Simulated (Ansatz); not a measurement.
Geometry optimisation, UKS PBE0/6-31G* (Ansatz 0.2.0).

input.yaml

```yaml
crystal:
  periodic: [false, false, false]
  atoms:
    - { symbol: F, position_ang: [-1.3976, -0.0754, 0.9355] }
    - { symbol: Si, position_ang: [-0.7466, -0.164, -0.5129] }
    - { symbol: S, position_ang: [0.9821, 1.0678, -0.4902] }
    - { symbol: H, position_ang: [-0.2277, -1.5566, -0.6851] }
    - { symbol: H, position_ang: [-1.26743, 0.71837, -1.52471] }
magnetization:
  spin_polarized: true
  initial_magnetization: 1
basis:
  gaussian: { orbitals: "6-31G*" }
hamiltonian:
  xc: pbe0
relax:
  f_tol: 0.02
  max_steps: 50
output:
  orbitals: {}
```

Command:

```bash
$ ansatz run input.yaml --threads 1 --pin off --max-ram 2048MiB --backend cpu --events-out ev --progress --plain --runs-dir out
```

Task: Where does it end, and by what steps?

Result: It converged. After 4 steps the energy has fallen by 0.429 eV; H5 moved furthest, 0.27 Å.

| step | energy less start (eV) | largest force component (eV/Å) | accepted |
| --- | --- | --- | --- |
| 0 | 0.0000 | 2.486 | yes |
| 1 | -0.3724 | 0.632 | yes |
| 2 | -0.4182 | 0.190 | yes |
| 3 | -0.4281 | 0.126 | yes |
| 4 | -0.4286 | 0.007 | yes |

```xyz
5
Properties=species:S:1:pos:R:3
F -1.464 -0.053 0.903
Si -0.631 -0.068 -0.471
S 1.160 1.044 -0.414
H -0.248 -1.473 -0.764
H -1.474 0.540 -1.531
```

Run time: 22 s on 1 thread of Arm Neoverse V1, with other jobs on the host, peak memory 0.14 GiB.
